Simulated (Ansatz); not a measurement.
Total energies of C2H4ClN, SMILES `C=C(N)Cl`.

Cartesian coordinates in Å:
```
C -1.141 0.413 0.068
C 0.182 0.291 0.118
N 0.920 -0.869 0.023
Cl 1.184 1.673 0.419
H -1.619 1.362 0.251
H -1.758 -0.452 -0.140
H 1.828 -0.762 -0.401
H 0.405 -1.657 -0.337
```

Total charge 0; spin multiplicity 1. Geometry: relaxed with PBE0-D4/def2-TZVP. It is one conformer, not always the lowest. Basis def2-TZVPP, the Gaussian-basis code of Ansatz.

RPA on PBE orbitals: Hartree–Fock energy of these orbitals -592.01209 Eh, correlation -1.17355 Eh (frozen core).

```json
{"functional": "HSE06 (plane-wave form)", "energy without D4 (Eh)": "-593.29330", "D4 term (kJ/mol)": "-11.0"}
{"functional": "BHLYP", "energy without D4 (Eh)": "-593.53280", "D4 term (kJ/mol)": "-16.6"}
```

(1) Give the same for LDA (SPW92), PBE, revPBE, BLYP, r2SCAN, B97M-V, PBE0, B3LYP, r2SCANh, r2SCAN0, CAM-B3LYP, LC-ωPBE, ωB97X-V, ωB97M-V, B2PLYP, PBE-QIDH. (Best estimate.)

B3LYP takes the VWN-RPA correlation (the form of Gaussian; ORCA's B3LYP/G). HSE06 is the plane-wave form, built on full-range PBE exchange. The double hybrids freeze the cores in their second-order part.

Results:

(1) Ansatz gave: 
| functional | energy without D4 (Eh) | D4 term (kJ/mol) |
| --- | --- | --- |
| LDA (SPW92) | -590.95711 | – |
| PBE | -593.26258 | -14.4 |
| revPBE | -593.49711 | -49.7 |
| BLYP | -593.56286 | -32.9 |
| r2SCAN | -593.50970 | -3.4 |
| B97M-V | -593.49106 | – |
| PBE0 | -593.30833 | -12.0 |
| B3LYP | -593.63700 | -23.4 |
| r2SCANh | -593.50102 | -3.6 |
| r2SCAN0 | -593.48890 | -4.0 |
| CAM-B3LYP | -593.56257 | -12.0 |
| LC-ωPBE | -593.40340 | – |
| ωB97X-V | -593.50687 | – |
| ωB97M-V | -593.53702 | – |
| B2PLYP | -593.37268 | – |
| PBE-QIDH | -593.20216 | – |

LC-ωPBE has ω = 0.4 bohr⁻¹.
